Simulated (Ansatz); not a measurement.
We consider chalcopyrite CuGaSe2, described by RPBE in Ansatz (PAW).

Numerical settings: plane-wave cutoff 520 eV, 8×8×8 k mesh, Fermi–Dirac smearing 0.01 eV, no spin polarisation, scalar-relativistic PAW data made under PBE.

Energies at three volumes about the minimum:

```json
[
 {"V (Å³/atom)": "23.039", "E − E_lowest (meV/atom)": "1.59"},
 {"V (Å³/atom)": "23.509", "E − E_lowest (meV/atom)": "0.00"},
 {"V (Å³/atom)": "23.979", "E − E_lowest (meV/atom)": "1.48"}
]
```

Question: Fit a parabola by hand: where is the minimum, and what is the bulk modulus?

Answer: Slopes: (0.00 − 1.59)/(23.509 − 23.039) = -3.383 and (1.48 − 0.00)/(23.979 − 23.509) = 3.149 meV/Å³. Curvature E″ = 2 × (3.149 − (-3.383))/(23.979 − 23.039) = 13.898 meV/Å⁶. From the middle of the first interval, the slope vanishes at V0 = 23.2740 − (-3.383)/13.898 = 23.517 Å³/atom. B = V0 E″ = 23.517 × 13.898 meV/Å³ × 0.1602 GPa per meV/Å³ = 52.4 GPa. The full Birch–Murnaghan fit to all volumes gives V0 = 23.509 Å³/atom and B0 = 52.4 GPa.

Shape and atoms are relaxed at each volume.

Note: the bulk modulus comes from volumes at which shape and atoms were relaxed.

Ansatz is a quantum-chemistry and plane-wave program.
